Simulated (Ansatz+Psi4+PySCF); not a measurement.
A calculation with PySCF 2.14.0.

```python
from pyscf import gto, scf, mp

mol = gto.M(atom="""
O 0.119260 0.000000 -6.000000
H -0.477050 0.763240 -6.000000
H -0.477050 -0.763240 -6.000000
O -0.119260 0.000000 6.000000
H 0.477050 -0.763240 6.000000
H 0.477050 0.763240 6.000000
""", basis='cc-pvtz', charge=1, spin=1)
mf = scf.UHF(mol)
mf.kernel()
pt = mp.MP2(mf, frozen=2).run()
print(mf.e_tot, pt.e_corr, pt.e_tot)
```

The script is written out from the run's settings.

Results

```yaml
Converged: yes
Reference_energy: -151.66724 hartree
Correlation_energy: -0.51832 hartree
Total_energy: -152.18556 hartree
Spin_squared_of_the_determinant: 0.777
```

Messages of the program:
```
WARN: beta  nocc = 9  HOMO -0.475727825856315 >= LUMO -0.475727825610104
WARN: HOMO -0.475727825610104 >= LUMO -0.475727825610104
WARN: beta  nocc = 9  HOMO -0.475727825856315 >= LUMO -0.475727825610104
WARN: HOMO -0.475727825610104 >= LUMO -0.475727825610104
```

The reference isn't the lowest determinant (another lies 1.25 eV lower), but the same method gives a higher total on the lower determinant. Caution: MP2 on this radical cation hangs on the determinant chosen; the charge can sit on one fragment and break the point group.
